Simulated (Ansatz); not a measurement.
# [Cl···H···SiH₃], doublet along the distance Cl1-H2

Starting geometry:

```yaml
atoms:
  - { symbol: Cl, position_ang: [-1.6428, 0.0000, 0.0000] }
  - { symbol: H, position_ang: [-0.3640, 0.0000, 0.0000] }
  - { symbol: Si, position_ang: [1.8402, 0.0000, 0.0000] }
  - { symbol: H, position_ang: [2.2902, -1.4163, 0.0000] }
  - { symbol: H, position_ang: [2.2902, 0.7081, -1.2265] }
  - { symbol: H, position_ang: [2.2902, 0.7081, 1.2265] }
```

From there H2 is moved from one fragment to the other while all else, the fragments' distance too, stays fixed, so the hump isn't the reaction's barrier; atoms are numbered as listed. Energies are in kJ/mol, counted from the starting geometry at the same level. Kohn–Sham curves are unrestricted where that lies lower.

Basis cc-pVDZ; Ansatz 0.2.0. Only valence electrons are correlated (noble-gas cores frozen). Prefix R: restricted or restricted open-shell reference; prefix U: unrestricted.

In so small a basis the reference is far from its limit while semilocal and hybrid functionals are nearer theirs (RPA and double hybrids share much of the reference's basis error), so the functionals' errors here hold much of the reference's basis and frozen-core error, which can add to them or hide them.

Full CI isn't at hand for all of this; UCCSDT(Q) serves as the reference, and is uncertain by about the last step of the cluster series.

| distance Cl1-H2 (Å) | UCCSDT(Q) | PBE | r2SCAN | PBE0 | B3LYP | wB97X-V | wB97M-V | B2PLYP | RPA-PBE |
| --- | --- | --- | --- | --- | --- | --- | --- | --- | --- |
| 1.279 | 0.0 | 0.0 | 0.0 | 0.0 | 0.0 | 0.0 | 0.0 | 0.0 | 0.0 |
| 1.388 | 3.2 | -6.9 | -3.3 | -2.1 | -3.9 | -0.7 | -0.5 | -0.3 | 0.9 |
| 1.606 | 31.6 | 8.0 | 17.3 | 19.1 | 12.0 | 20.7 | 22.6 | 22.0 | 22.5 |
| 1.825 | 29.6 | 15.6 | 24.2 | 24.1 | 11.9 | 20.1 | 22.5 | 21.5 | 17.0 |
| 2.043 | 27.8 | 37.5 | 40.7 | 38.6 | 23.1 | 27.5 | 28.4 | 26.9 | 16.8 |
